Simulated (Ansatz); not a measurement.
# How far a parabola holds: energy against volume of zinc-blende ZnS

Zinc-blende ZnS, treated with r²SCAN (plane waves, PAW; Ansatz, a program for electronic structure). Run with plane-wave cutoff 560 eV, 12×12×12 k mesh, Fermi–Dirac smearing 0.01 eV, scalar-relativistic PAW data made under PBE. The cell has no free parameter but its volume, all volumes share cutoff and mesh, and the runs aren't spin-polarised. Energies are free energies at the run's smearing, counted from the lowest row; static lattice.

| V (Å³/atom) | E (meV/atom) |
|---|---|
| 18.781 | 8.27 |
| 19.172 | 2.00 |
| 19.563 | 0.00 |
| 19.954 | 1.85 |
| 20.346 | 7.15 |
| 20.737 | ? |

Question: Fit E against V with a parabola, and predict the withheld value at V = 20.737.

Answer: With u = V - 19.6, the rows have u = -0.8190, -0.4280, -0.0370, 0.3540, 0.7460. Least squares gives E = -0.006 + 0.3107·u + 12.5919·u². Residuals (row less fit): 0.084, -0.168, 0.000, 0.168, -0.083; standard error 0.188 (degrees of freedom: 2). The fitted curve has its minimum at V = 19.6, where E = -0.01. Its curvature is d²E/dV² = 2 × 12.5919 meV/Å⁶, so B = V0·d²E/dV² × 0.1602 = 79.0 GPa. At the withheld row, u = 1.1370, so E = -0.006 + 0.3107 × 1.1370 + 12.5919 × 1.1370² = 16.626 meV/atom. The calculation gives 15.56 meV/atom, 1.066 meV/atom below the prediction (6.9 % of the range of E in the table). The row lies outside the fitted rows, so this is an extrapolation. From the scatter of the fitted rows alone, a prediction at this place has a standard error of 0.444 meV/atom, so the miss is 2.4 times that.

The residuals are curvature that a parabola lacks, not noise. A solid that stiffens under compression and softens on expansion lies above the parabola at the compressed end and under it at the expanded end, as this row does. A third-order Birch-Murnaghan fit to the whole scan has B0 = 78.6 GPa. Only scans are tabulated whose curvature falls smoothly with volume, and where the parabola meets the shown rows within 5 % of their range and misses the end by 0.1 meV or more.

Measured, for comparison: bulk modulus 77.1 GPa (temperature not stated, not corrected to a static lattice, sources range from 74.5 to 77.1; as tabulated in Toher et al. (2017), arXiv:1611.05714). Computed less measured: bulk modulus +1.9 % (+1.9 % to +6 % over the range). A static lattice is as a rule a little smaller and stiffer than an uncorrected measurement, which can account for part of this in the bulk modulus.
